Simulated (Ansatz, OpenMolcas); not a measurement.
# BF (SMILES [B]F): the energy, rung by rung

BF: 2 atoms, total charge 0, spin state singlet. As SMILES, `[B]F`. The coordinates come from a PBE0-D4/def2-TZVP relaxation.

```xyz
2

B     0.0000    0.0000   -0.0094
F     0.0000    0.0000    1.2537
```

Each level gives the energy change with the B1–F2 bond stretched from 1.263 to 1.579 Å (eV). The values are calculated.

```csv
level,kind,program,value (eV),less FCI/STO-3G
revPBE/STO-3G (restricted),GGA,Ansatz,1.30,-0.38
CAM-B3LYP/STO-3G (restricted),range-separated hybrid,Ansatz,1.76,+0.08
HSE06/STO-3G (restricted),range-separated hybrid,Ansatz,1.67,-0.01
"CASPT2(2,2)/STO-3G",multireference,OpenMolcas,1.96,+0.28
ACPF/STO-3G (restricted),coupled cluster or CI,OpenMolcas,1.69,+0.01
CCSD/STO-3G (restricted),coupled cluster or CI,Ansatz,1.81,+0.13
CISD/STO-3G (restricted),coupled cluster or CI,OpenMolcas,1.80,+0.12
FCI/STO-3G,exact in the basis,Ansatz,1.68,0.00
```

FCI/STO-3G is exact within its basis and frozen core, so for wave-function methods in that basis the difference is their error; functionals converge differently with the basis, so for them it is only a difference. The first shape isn't each level's own minimum. The values span 1.30 to 1.96 eV. All rows use very small basis sets, so even the best lies far from the true value.
